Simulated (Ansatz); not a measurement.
Worked example: the enthalpy of C3H4 + H3NO → C2H2O + CH5N

Gas-phase species: C3H4 (propyne) `C#CC`, singlet; H3NO `NO`, singlet; C2H2O (ethynol) `C#CO`, singlet; CH5N (methylamine) `CN`, singlet. The partners trade CH3 for OH: C–CH3 and N–OH bonds give way to C–OH and N–CH3.

Shapes, held fixed at every level: PBE0-D4/def2-TZVP. Flexible molecules stand in one conformer, not always the lowest. Programs: Ansatz 0.2.0. The zero-point and thermal terms to 298 K, harmonic and unscaled (PBE0-D4/def2-TZVP), stand in the table.

At CCSD(T)/CBS estimate; 1 Eh = 2625.50 kJ/mol:

```
species  energy (Eh)  H(298 K) − E (kJ/mol)  tabulated ΔfH (kJ/mol)
   C3H4  -116.496267                  159.2                  +185.8
   H3NO  -131.613501                  117.8                   -43.5
  C2H2O  -152.383799                   96.3                   +92.7
   CH5N   -95.752808                  180.0                   -20.9
```

Question: Work out the reaction enthalpy at 298 K from the calculation and from the table of heats.

Answer: 
1. Electronic: (-152.383799) + (-95.752808) − [(-116.496267) + (-131.613501)] = -0.026839 Eh = -70.5 kJ/mol.
2. Zero-point and thermal: (96.3) + (180.0) − [(159.2) + (117.8)] = -0.7 kJ/mol.
3. Computed ΔH = -71.2 kJ/mol.
4. From the heats of formation (Active Thermochemical Tables): (92.7) + (-20.9) − [(185.8) + (-43.5)] = -70.5 kJ/mol.
5. Computed less tabulated: -0.7 kJ/mol. Tabulated heats carry uncertainties of their own.

The CBS estimate extrapolates MP2 from def2-TZVPP and def2-QZVPP and adds CCSD(T) − MP2 in the triple-zeta set, cores frozen.
